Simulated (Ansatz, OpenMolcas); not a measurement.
**Ansatz → OpenMolcas**

Ansatz 0.2.0 runs this on singlet BNH2Cl+:

in.yaml:
```yaml
basis:
  gaussian: {orbitals: def2-TZVP}
crystal:
  periodic: [false, false, false]
  atoms:
    - {symbol: "N", position_ang: [-0.334000, 0.412100, -0.256700]}
    - {symbol: B, position_ang: [-0.098400, -0.544600, 0.704400]}
    - {symbol: Cl, position_ang: [1.343200, -1.526200, 0.784600]}
    - {symbol: H, position_ang: [-1.176700, 0.959900, -0.273100]}
    - {symbol: H, position_ang: [0.315800, 0.625100, -1.000600]}
hamiltonian: {xc: {name: BHLYP}}
output: {orbitals: {seedname: orbitals}}
accuracy: high
total_charge: 1
```

```bash
$ ansatz run in.yaml --threads 1 --pin off --max-ram 3480MiB --events-out events.jsonl --progress --plain --runs-dir runs
```

The coordinates come from a PBE0-D4/def2-TZVP relaxation. This is one conformer, not always the lowest. That shape belongs to the parent species and isn't relaxed for this state.

It gives a total energy of -540.712121 Eh.

Q: How is this level of theory, on these atoms, set up in OpenMolcas 26.06 as an input file of the program's own?

A: This input was run:

geom.xyz:
```
5

N     -0.334000     0.412100    -0.256700
B     -0.098400    -0.544600     0.704400
Cl     1.343200    -1.526200     0.784600
H     -1.176700     0.959900    -0.273100
H      0.315800     0.625100    -1.000600
```

calc.inp:
```
* BClH2N Kohn-Sham DFT
&GATEWAY
BasLib = $CurrDir
Coord = geom.xyz
Basis = def2-TZVP
Group = NoSym
&SEWARD
GridInput
Grid=UltraFine
End of Grid
&SCF
Charge = 1
KSDFT = HYB_GGA_XC_BHANDHLYP
Thresholds = 1e-10 1e-07 1e-07 1e-05
PrOrbitals = 1 1
```

```bash
$ export MOLCAS_MEM=1860
$ pymolcas calc.inp > calc.log
```

(Basis files named in the input come from the Basis Set Exchange and aren't shown.)

Its energy is -540.712120 Eh, the same as the first but for the last digit, at most.
